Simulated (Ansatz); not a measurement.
# H7Si2: the cost of one run

Method: SPW92/def2-SVP, unrestricted; program: Ansatz 0.2.0, Gaussian basis.

### 1 Starting geometry

The start, a first-order saddle point found at PBE0-D4 in triple zeta: 9 atoms, charge 0, spin multiplicity 2.

Atoms are counted from 1 here; the program's logs count them from 0.

Bond lengths: Si2–H4 1.487 Å, Si2–H5 1.487 Å, Si2–H6 1.487 Å, Si3–H7 1.487 Å, Si3–H8 1.487 Å, Si3–H9 1.487 Å. Angles: H4–Si2–H5 110.3°, H4–Si2–H6 110.3°, H5–Si2–H6 110.3°, H7–Si3–H8 110.3°, H7–Si3–H9 110.3°, H8–Si3–H9 110.3°.

As a file:

```xyz
9

H    -0.0006    0.0005   -0.0001
Si    0.1625    0.6610    1.6375
Si   -0.1627   -0.6609   -1.6376
H    -0.4290    2.0256    1.6624
H     1.6075    0.7198    1.9855
H    -0.5593   -0.2303    2.5847
H     0.8261   -1.7591   -1.8074
H     0.1010    0.4256   -2.6187
H    -1.5455   -1.1825   -1.8062
```

### 2 The run

md/in.yaml

```yaml
crystal:
  periodic: [false, false, false]
  atoms:
    - {symbol: H, position_ang: [-0.000584, 0.000514, -0.000139]}
    - {symbol: Si, position_ang: [0.162460, 0.661038, 1.637542]}
    - {symbol: Si, position_ang: [-0.162676, -0.660878, -1.637574]}
    - {symbol: H, position_ang: [-0.429007, 2.025648, 1.662373]}
    - {symbol: H, position_ang: [1.607477, 0.719795, 1.985496]}
    - {symbol: H, position_ang: [-0.559343, -0.230296, 2.584709]}
    - {symbol: H, position_ang: [0.826135, -1.759061, -1.807410]}
    - {symbol: H, position_ang: [0.100997, 0.425630, -2.618689]}
    - {symbol: H, position_ang: [-1.545458, -1.182491, -1.806208]}
basis:
  gaussian: {orbitals: def2-SVP}
magnetization: {spin_polarized: true, initial_magnetization: 1}
hamiltonian: {xc: lda}
md: {n_steps: 60, timestep: 0.25, temperature: 700, ensemble: nve, seed: 916, initial_velocities: maxwell_boltzmann}
```

Launch:

```bash
> ansatz run in.yaml --threads 2 --pin off --events-out ev --progress --plain --max-ram 4352MiB
```

**Question.** How long does this run take on 2 threads of Arm Neoverse V2, shared host?

About 34 s.
